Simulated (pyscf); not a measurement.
Optimised with ωB97X-D3(BJ)/def2-SVP in PySCF.

Question: Estimate the classical barrier height and the reaction energy of H₃C–CH₂–CH₃ (SMILES CCC) + Br• (SMILES [Br]) -> H₃C–CH₂–Br (SMILES CCBr) + CH₃• (SMILES [CH3]) at B3LYP-D3(BJ)/def2-TZVP. The step runs on the doublet surface, breaks C–C and forms Br–C; take the separated reactants as zero.

Answer: ΔE‡ = 36.2 kcal/mol, ΔE = +18.1 kcal/mol. ωB97M-D3(BJ)/def2-TZVP gives 44.0 kcal/mol and +21.6 kcal/mol. Zero-point energy shifts the barrier by -2.3 kcal/mol. It is a substitution at C, with an imaginary mode of 895i cm⁻¹. This is the saddle that the search found; another between the same sides may lie lower. The angle at the attacked C is 159°. Left out: the spin-orbit lowering of Br, which is large for Br, Se, Te and I. Elements up to Kr have no core potential and no relativistic terms here.
